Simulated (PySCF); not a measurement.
# Electron affinity of Si by level of theory

Si⁻ [Ne] 3s2 3p3 (4S) → Si [Ne] 3s2 3p2 (3P), as a difference of total energies. Calculation: PySCF 2.14, in dyall-acv3z; the non-relativistic Hamiltonian (point nucleus). Correlated levels: valence: [Ne] frozen; valence and next inner shell: 1s2 frozen; virtual orbitals above 40 to 60 times the deepest correlated orbital energy dropped. The calculations carry no spin-orbit coupling.

```json
{"method": "UHF", "electron affinity (eV)": "0.848"}
{"method": "LDA", "electron affinity (eV)": "1.596"}
{"method": "PBE", "electron affinity (eV)": "1.499"}
{"method": "PBE0", "electron affinity (eV)": "1.459"}
{"method": "r2SCAN", "electron affinity (eV)": "1.526"}
{"method": "wB97X-V", "electron affinity (eV)": "1.210"}
{"method": "revPBE", "electron affinity (eV)": "1.464"}
{"method": "BHandHLYP", "electron affinity (eV)": "1.150"}
{"method": "MP2 (valence)", "electron affinity (eV)": "1.386"}
{"method": "SCS-MP2 (valence)", "electron affinity (eV)": "1.205"}
{"method": "MP2 (valence and next inner shell)", "electron affinity (eV)": "1.379"}
{"method": "SCS-MP2 (valence and next inner shell)", "electron affinity (eV)": "1.199"}
```

How much does correlation contribute at MP2 (valence and next inner shell)?

1.379 − (0.848) = 0.531 eV, measured against UHF.

A first-order spin-orbit estimate (lowest level to lowest level, LS coupling) adds -0.016 eV.

Errors of the correlated levels include the incompleteness of this basis and the frozen core.

In the anion the highest occupied orbital energy is positive at LDA, PBE, PBE0, r2SCAN, revPBE, a self-interaction effect; the basis confines that electron, and the energy difference can still be sensible.

For comparison: 1.390 eV (measured; photodetachment measurements, as compiled on the Wikipedia data page of electron affinities).
